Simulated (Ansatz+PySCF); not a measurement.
doublet CH₄S(+): levels of theory in one basis

```xyz
6

C     0.0000    0.0075   -0.5086
S     0.0000    0.7929    1.0873
H     0.0000   -0.3239    1.8611
H     0.0000    0.7878   -1.2661
H    -0.8881   -0.6321   -0.5869
H     0.8881   -0.6321   -0.5869
```

Basis set: cc-pVTZ on H, C; cc-pV(T+d)Z on S (spherical functions). Frozen core: 6 orbitals. Correlation on ROHF uses semicanonical orbitals with singles. Charge 1, multiplicity 2.

Computed with Ansatz (development build ahead of 0.2.0); each method stands on the lowest determinant of its kind that the runs found.

| method | E − E(ROHF) (eV) | <S²> of the determinant |
| --- | --- | --- |
| ROHF | 0.00 | 0.75 |
| UHF | -0.17 | 0.77 |
| ROHF-MP2 | -8.98 | – |
| UHF-MP2 | -8.95 | 0.77 |

Problem. What does ROHF-CCSD(T) give on the same scale?

Solution. -10.35 eV.

Problem. Is a single determinant a sound starting point here?

Solution. By this sign, yes. Unrestricted orbitals gain 0.17 eV and <S²> is 0.77 against 0.75 for a pure state.
